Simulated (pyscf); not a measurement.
**Routes from HO–As(OH)–OH + H•**

Candidate steps break at most two bonds and form at most two. Each was searched with GFN2-xTB (tblite) first. Single points on ωB97X-D3(BJ)/def2-SVP structures (PySCF, gas phase). Energies: ωB97M-D3(BJ)/def2-TZVP, kcal/mol, from the separated reactants, doublet surface; ΔG‡ with ideal gas, 1 atm, RRHO with modes under 100 cm⁻¹ raised to 100, one conformer, R ln 2 for chiral ones without a mode under 150 cm⁻¹.

| products | type | ΔE‡ | ΔE | ΔG‡ 298 K | ΔG‡ 900 K | ν‡ (cm⁻¹) |
|---|---|---|---|---|---|---|
| •O–As(OH)–OH + H₂ | hydrogen abstraction | 15.3 | +6.6 | 19.9 | 34.2 | 1101i |
| H₂O + HO–As•–OH | substitution at O | 16.0 | -27.8 | 22.5 | 36.3 | 1690i |

Row 2: On the product side the descent ends in a bound adduct, 9.8 kcal/mol under the separated species and 54.0 kcal/mol under the saddle at ωB97X-D3(BJ)/def2-TZVP. 

Plain bond fissions and candidates not yet searched are not listed, and one of them may be faster. Each barrier is that of the saddle found; lower ones may exist. Elements up to Kr have no core potential and no relativistic terms here.
